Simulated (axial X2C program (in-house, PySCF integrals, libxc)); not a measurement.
Potential curves of MgSi, 2c

Computed with an in-house all-electron X2C program for linear molecules (integrals from PySCF). Two-component (2c) means X2C with spin–orbit coupling and atomic mean-field two-electron Coulomb and Gaunt terms. Basis: Si dyall-v3z [8s7p2d1f], Mg dyall-cv3z [9s8p6d3f] (cores contracted in-house); Gaussian nuclei, density fitting, unrestricted open shells. Masses: Si 27.977 u, Mg 23.985 u.

State: Ω = 1 (⟨Sz⟩ = 1.00, ⟨Lz⟩ = 0.00 at r2SCAN). Energies in kJ/mol from the fragments at the same level (Si + Mg). Fits are polynomials in 1 − R0/R over 0.85 to 1.23 times the lowest point R0.

```tsv
R (Å)	r2SCAN
2.2220	-92.67
2.3241	-114.00
2.4008	-122.86
2.4774	-127.07
2.5540	-127.76
2.6434	-125.26
2.7328	-120.23
2.8477	-111.41
2.9882	-98.75
3.1925	-79.66
```

The state is a single determinant with fixed occupations, the lowest that a limited PBE0 search found. De is counted from the lowest determinant-based energies of the atoms at the same level, without counterpoise correction. Density functionals use the spin component along the axis (collinear). In 2c an atomic determinant is not the ground J level, so De misses part of the atomic spin–orbit lowering. This holds for r2SCAN. Other states lie close and PBE0, whose exact exchange favours high spin, may order them wrongly; the determinant shown need not be the ground state. The nearest other 2c determinant of the search, Ω = 0, lies 0.81 eV up at the distance of the search. The functionals have no current-density term, which raises determinants with orbital currents, atoms included. With several unpaired electrons one determinant need not be a pure state. Open-shell Ω = 0 determinants with evenly filled partner blocks cannot be reached by this program, so the Ω shown need not be the lowest component. This is the Ω = 1 component of a π² triplet; the 0⁺ component is not one determinant and can lie lowest. The determinant is spin-polarised beyond a pure state at some levels (its spin-free form has ⟨S²⟩ too high), which makes Re and μ there less reliable.

(1) What are Re, ωe and De at the r2SCAN level?

Results:

(1) At r2SCAN, 2c: Re = 2.533 Å, ωe ≈ 326 cm⁻¹, De = 1.33 eV to Si + Mg; Be follows as 0.204 cm⁻¹.
